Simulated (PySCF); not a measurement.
C6H4.
SMILES: `C#CC(=C)C#C`

Computed, not measured: PBE0-D3(BJ)/def2-SVP geometry optimisation, gas phase in PySCF.

Masses are those of the commonest isotopes; rigid-rotor values at the optimised geometry. 

Give the principal moments of inertia and the rotational constants in MHz.

Ia = 81.52, Ib = 177.97, Ic = 259.48 u·Å²; 505379 MHz·u·Å²/I gives A = 6200, B = 2840, C = 1948 MHz.

Classify the top.

An asymmetric top; Ray's κ = -0.580.

What does the inertial defect say?

Planar: Δ = Ic − Ia − Ib = 0.00 u·Å². For a rigid frame Δ = −2 Σ m c², so it vanishes when all atoms lie in the ab plane; here none is more than 0.01 Å from it.

Give the coordinates in the principal-axis frame, origin at the centre of mass.

The sense of each axis is arbitrary; atoms in the order of the calculation.
| atom | mass (u) | a (Å) | b (Å) | c (Å) |
| --- | --- | --- | --- | --- |
| C1 | 12.000 | -2.240 | 0.938 | -0.001 |
| C2 | 12.000 | -1.220 | 0.282 | 0.001 |
| C3 | 12.000 | 0.000 | -0.472 | 0.001 |
| C4 | 12.000 | -0.001 | -1.822 | -0.001 |
| C5 | 12.000 | 1.221 | 0.281 | 0.000 |
| C6 | 12.000 | 2.241 | 0.937 | 0.000 |
| H7 | 1.008 | -3.147 | 1.514 | -0.001 |
| H8 | 1.008 | -0.942 | -2.376 | -0.001 |
| H9 | 1.008 | 0.938 | -2.378 | -0.002 |
| H10 | 1.008 | 3.148 | 1.512 | -0.001 |

List the rotational levels J(Ka,Kc) to J = 4 (cm⁻¹).

Above 0(0,0):
J = 1: 1(0,1) 0.1597, 1(1,1) 0.2718, 1(1,0) 0.3015
J = 2: 2(0,2) 0.4739, 2(1,2) 0.5614, 2(1,1) 0.6507, 2(2,1) 0.9869, 2(2,0) 0.9921
J = 3: 3(0,3) 0.9332, 3(1,3) 0.9928, 3(1,2) 1.1708, 3(2,2) 1.4660, 3(2,1) 1.4909, 3(3,1) 2.1038, 3(3,0) 2.1043
J = 4: 4(0,4) 1.5275, 4(1,4) 1.5632, 4(1,3) 1.8569, 4(2,3) 2.1007, 4(2,2) 2.1700, 4(3,2) 2.7514, 4(3,1) 2.7553, 4(4,1) 3.6323, 4(4,0) 3.6323

Predict some low-J microwave lines.

The dipole components are |μa| = 0.00 D, |μb| = 0.35 D, |μc| = 0.00 D; the symmetry axis of this C2v structure is b, so μa and μc vanish by symmetry and there are no a-type or c-type lines. Some lines, for components of 0.1 D or more:

```
type  branch         J(Ka,Kc)    MHz  lower level (cm⁻¹)
   b       Q  1(1,0) ← 1(0,1)   4252               0.160
   b       Q  3(2,2) ← 3(1,3)  14184               0.993
   b       R  3(1,3) ← 2(0,2)  15557               0.474
   b       R  5(1,4) ← 4(2,3)  17994               2.101
   b       R  5(1,5) ← 4(0,4)  22251               1.528
   b       Q  5(4,2) ← 5(3,3)  26375               3.562
   b       R  3(2,1) ← 2(1,2)  27866               0.561
   b       R  4(2,3) ← 3(1,2)  27877               1.171
   b       R  3(3,0) ← 2(2,1)  33500               0.987
   b       Q  5(5,0) ← 5(4,1)  33923               4.443
   b       Q  5(5,1) ← 5(4,2)  33937               4.442
   b       R  4(2,2) ← 3(1,3)  35291               0.993
   b       R  5(3,2) ← 4(2,3)  44279               2.101
```

Estimate the classical rotational partition function at 10 K, 25 K and 50 K.

Point group C2v, symmetry number σ = 2; q = (√π/σ)·√((kT/h)³/(ABC)), k/h = 20836.6 MHz/K: 455 at 10 K, 1800 at 25 K, 5090 at 50 K.

No PBE0-D3(BJ)/def2-SVP frequencies stand behind this structure, so it isn't proved a minimum. Constants of a rigid frame at the computed geometry: no zero-point averaging, no centrifugal distortion.
